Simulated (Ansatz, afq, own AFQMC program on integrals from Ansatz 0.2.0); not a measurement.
Two steps: Ansatz 0.2.0 writes the Fock matrix and Cholesky factors of the valence space, and afq projects on them the lowest state that overlaps trial and start.

```yaml
crystal:
  periodic: [false, false, false]
  atoms:
    - {symbol: O, position_ang: [0.069320, 0.017696, -0.039695]}
    - {symbol: H, position_ang: [-0.261927, 0.954403, -0.039693]}
    - {symbol: H, position_ang: [-0.564636, -0.806782, 1.593226]}
    - {symbol: H, position_ang: [-0.273778, -0.428508, -0.923433]}
basis:
  gaussian: {orbitals: "6-31++G**"}
total_charge: -1
magnetization: {spin_polarized: false, initial_magnetization: 2}
correlation: {method: ccsd_t, electrons: outside_noble_gas, hamiltonian_folder: ham}
```

```sh
$ ansatz run in.yaml --threads 1 --pin off --events-out ev --progress --plain --max-ram 1382MiB
```

afq runs on the folder ham with

```
--method phaseless --trial hf --walkers 120 --populations 1 --least-time 40 --time-step 0.005 --steps-per-block 20 --equilibration-blocks 160 --max-blocks 600 --target-error 0.00228 --factor-cut 1e-05 --start spin_pure --seed 5813 --taylor-order 6
```

Times are imaginary, in 1/Eh. The walk had a cap of 1086 s.

```
orbitals 36  electrons 6 4  factors 268 of 337
reference energy -76.46664945 Eh
CCSD correlation -0.22523331 Eh in 14 cycles, weight of the determinant in the CISD state 0.9230
energy of the start -76.466650 Eh
 block  time / (1/Eh)  mean weight  energy / Eh
     1     0.100  1.0020  -76.543097
     2     0.200  1.0022  -76.578750
     3     0.300  1.0001  -76.592215
     4     0.400  0.9997  -76.636163
     5     0.500  1.0026  -76.654022
     8     0.800  1.0004  -76.659360
    20     2.000  1.0001  -76.692309
    77     7.700  1.0009  -76.687280
   134    13.400  1.0013  -76.711738
   191    19.100  0.9989  -76.714927
   248    24.800  1.0012  -76.685084
   305    30.500  1.0000  -76.714110
   362    36.200  0.9990  -76.703454
   419    41.900  1.0011  -76.718214
   476    47.600  1.0002  -76.687996
   533    53.300  1.0001  -76.666695
   571    57.100  1.0007  -76.749824
   590    59.000  1.0007  -76.716728
   647    64.700  1.0016  -76.703263
   704    70.400  1.0013  -76.657037
   742    74.200  1.0004  -76.734681
blocks merged  error / Eh  count
     1  0.001002  600
     2  0.001299  300
     4  0.001599  150
     8  0.001829  75
    16  0.002136  37
    32  0.002626  18
    64  0.003068  9
energy -76.700216 +/- 0.002626 Eh
(rows thinned)
```

(1) Estimate how long the walk took on 1 thread of Arm Neoverse V2, on a shared host.

The run passed its tests (sampling time, drift between the halves within three errors, error under three times the target), which doesn't prove that it has relaxed.

Against this walk (error 71.5 meV) on the same determinant: CCSD(T) 95.4 meV higher (within the noise), CCSDT(Q) 67.2 meV higher (within the noise), a separate phaseless walk with a CISD trial and standard settings 61.6 ± 72.8 meV higher (within the noise). The error is statistical and leaves out the bias of the constraint.

Cautions: constraint bias not in the error; error above the target (71.5 against 62.0 meV); lower spins were not checked.

Results:

(1) 3.3 min of wall time.

CCSDT and higher add their correlation energy to the determinant of the CCSD(T) run, since their own runs factorise the integrals more tightly (a shift of under 2 meV).
